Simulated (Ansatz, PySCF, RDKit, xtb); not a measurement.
# Which structure has the formula C2HO?

Task: start from the formula C2HO (odd number of electrons), draw up candidate structures, narrow them down in stages, and characterise the one that lies lowest at 298.15 K.

The funnel: GFN2-xTB relaxations, single points with a density functional, relaxations at PBE0-D4/def2-TZVP, harmonic vibrations, and a last energy at a higher level. All values are calculated.

3 further runs of the same task are left out: 3 set aside as unsound or not needed.

**1. Possible bonding patterns**

All bonding patterns within simple valence rules are listed by program: one Lewis structure each, at most two rings and one unusual centre or charged pair. O–O, O–halogen and N–halogen bonds and N–N–N chains are not drawn. That gives 3 candidates.

| label | SMILES | spin |
| --- | --- | --- |
| c683 | [C]1=CO1 | doublet |
| c795 | [C]#CO | doublet |
| c974 | [CH]=C=O | doublet |

Candidates are built by distance geometry, with a force field where one applies, in up to four conformers (letters a to d). 6 starts with atoms placed at random are added, to find patterns that the rules miss.

Q: Predict the outcome of this search (final energies at CCSD(T)/def2-TZVPP).

| quantity | value |
| --- | --- |
| lowest structure found | [CH]=C=O, doublet |
| next finalist | [C]1=CO1, doublet, 52.2 kcal/mol higher in G |
| share at equilibrium, among the finalists | 100.0 % |
| harmonic wavenumbers, lowest and highest (PBE0-D4/def2-TZVP) | 453 and 3365 cm⁻¹ |
| rotational constants, same geometry | 39.76, 0.3662, 0.3629 cm⁻¹ |
| dipole moment (PBE0/def2-TZVPD) | 1.67 D |
| HOMO energy (highest over α and β) (PBE0/def2-TZVPD) | -7.51 eV |
| LUMO energy (lowest over α and β) (PBE0/def2-TZVPD) | -4.35 eV |
| lowest excitation (TD-CAM-B3LYP/def2-SVPD) | 0.40 eV (f = 0.000) |
| vertical ionisation energy (to the singlet cation) | 11.36 eV |
| vertical electron affinity | 2.01 eV |
| vertical quartet less doublet | +4.47 eV |

`[CH]=C=O` comes out lowest. Among the finalists first place is clear (52.2 kcal/mol); structures outside the list aren't covered. GFN2-xTB, HF/STO-3G, r2SCAN-D4/def2-SVP, PBE0-D4/def2-TZVP, HF/def2-TZVPP and MP2/def2-TZVPP already put its bonding pattern lowest among the structures in one piece. The stability test raises a flag; for an open shell a flag towards a general spinor solution can be the free rotation of the spin. The search is not exhaustive (a finite list of starts, one conformer a finalist), so a lower isomer can't be ruled out.
